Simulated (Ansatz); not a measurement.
System: BaHgSnS₄ (Ama2, No. 40; cell taken from a computed entry). Method: HSE06+SOC (Ansatz, a first-principles code, plane waves, PAW).

Settings: plane-wave cutoff 460 eV, 2×4×4 k mesh (along the axes of the cell as run), Fermi–Dirac smearing 0.01 eV, PAW data made under PBE.

Cell (relaxed with PBEsol):

BaHgSnS$_{4}$ is modelled in the orthorhombic space group Ama2 (No. 40), Pearson symbol oS28. Lattice parameters: a = 10.816 Å, b = 10.773 Å, c = 6.598 Å, α = 90.00°, β = 90.00°, γ = 90.00°. Ba on 4a is coordinated by 8 S at 3.187–3.300 Å. Sn on 4b is surrounded by 4 S at 2.363–2.445 Å (tetrahedral). Hg on 4b has 1 S at 2.426 Å and 2 S at 2.601 Å and 1 S at 2.735 Å. S1 on 8c is coordinated by 1 Sn at 2.420 Å and 1 Hg at 2.601 Å and 2 Ba at 3.260–3.300 Å. S2 on 4b sees 1 Sn at 2.363 Å and 1 Hg at 2.735 Å and 2 Ba at 3.193 Å. S3 on 4b has 1 Hg at 2.426 Å and 1 Sn at 2.445 Å and 2 Ba at 3.187 Å. (Neighbours: up to the widest gap in distance over summed covalent radii, below 1.35, at either atom; cation-cation and far metal-metal contacts left out.)
(The calculation used a cell of 14 atoms; values per cell refer to that cell.)

### Question
Predict the band gap and smallest direct gap on the k points sampled.

### Answer

- band gap = 2.90 eV (on the SCF k mesh)
- smallest direct gap on the k points sampled = 2.91 eV

Note: cell and atoms aren't relaxed at this level (largest force component 0.25 eV/Å, pressure 0.9 GPa).
